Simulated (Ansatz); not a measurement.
Geometry optimisation, RKS B3LYP-D4/6-31G* (Ansatz).

Input file:

```yaml
crystal:
  periodic: [false, false, false]
  atoms:
    - { symbol: B, position_ang: [0.051995, -0.44466, -0.364071] }
    - { symbol: H, position_ang: [-0.045341, 0.117266, 1.967633] }
    - { symbol: H, position_ang: [1.054887, 0.193376, -0.464462] }
    - { symbol: H, position_ang: [-1.031223, 0.021999, -0.580296] }
    - { symbol: O, position_ang: [0.195505, -1.777783, -0.034966] }
    - { symbol: H, position_ang: [-0.658859, -2.233539, 0.003264] }
    - { symbol: H, position_ang: [0.067434, -0.56416, 1.822098] }
basis:
  gaussian: { orbitals: "6-31G*" }
hamiltonian:
  xc: b3lyp
  dispersion: d4
relax:
  f_tol: 0.03
  max_steps: 50
```

Command:

```bash
$ ansatz run input.yaml --threads 1 --pin off --max-ram 2048MiB --backend cpu --events-out ev --progress --plain --runs-dir out
```

Problem. Where does it end, and by what steps?

Solution. The run converged. The force dipped under the threshold on the way, but the program's further checks kept it going. After 31 steps the energy has fallen by 0.253 eV; H2 moved furthest, 1.43 Å.

| step | energy less start (eV) | largest force component (eV/Å) | accepted |
| --- | --- | --- | --- |
| 0 | 0.0000 | 1.530 | yes |
| 2 | -0.2028 | 0.382 | yes |
| 4 | -0.2181 | 0.680 | no |
| 6 | -0.2278 | 0.141 | yes |
| 8 | -0.2285 | 0.402 | no |
| 10 | -0.2353 | 0.231 | yes |
| 12 | -0.2429 | 0.094 | yes |
| 14 | -0.2415 | 0.126 | no |
| 16 | -0.2458 | 0.158 | yes |
| 18 | -0.2485 | 0.070 | yes |
| 20 | -0.2499 | 0.119 | yes |
| 22 | -0.2505 | 0.011 | yes |
| 24 | -0.2495 | 0.233 | no |
| 26 | -0.2503 | 0.193 | no |
| 28 | -0.2516 | 0.074 | yes |
| 30 | -0.2522 | 0.054 | yes |
| 31 | -0.2525 | 0.022 | yes |

```xyz
7
Properties=species:S:1:pos:R:3
B 0.060 -0.512 -1.012
H -0.016 -0.345 3.320
H 1.050 0.108 -1.263
H -0.901 -0.518 -1.731
O 0.068 -1.225 0.140
H -0.759 -1.708 0.290
H 0.134 -0.488 2.606
```

Whether the end is a true minimum wasn't checked by a vibrational analysis.

The run took 24 s on 1 thread of Arm Neoverse V2, with other jobs on the host, peak memory 0.094 GiB.
